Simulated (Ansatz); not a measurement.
Basis-set series for `C[SiH2][AlH2]`. Charge 0, multiplicity 1. All single points use the PBE0-D4/def2-TZVP geometry.

| functional | basis | functions | energy (Eh) | HOMO (eV) | LUMO (eV) |
| --- | --- | --- | --- | --- | --- |
| PBE0-D4 | def2-SVP | 85 | -573.72903 | -7.30 | -2.03 |
| PBE0-D4 | def2-QZVPP | 407 | -573.98078 | -7.27 | -2.05 |
| ωB97M-V | def2-SVP | 85 | -573.92788 | -9.25 | -0.34 |
| ωB97M-V | def2-QZVPP | 407 | -574.18426 | -9.27 | -0.53 |

**Question.** Give the rows for def2-TZVPP. (An estimate is asked.)

**Answer.** Ansatz gave: 
```tsv
functional	basis	functions	energy (Eh)	HOMO (eV)	LUMO (eV)
PBE0-D4	def2-TZVPP	213	-573.96115	-7.27	-2.03
ωB97M-V	def2-TZVPP	213	-574.16514	-9.26	-0.42
```
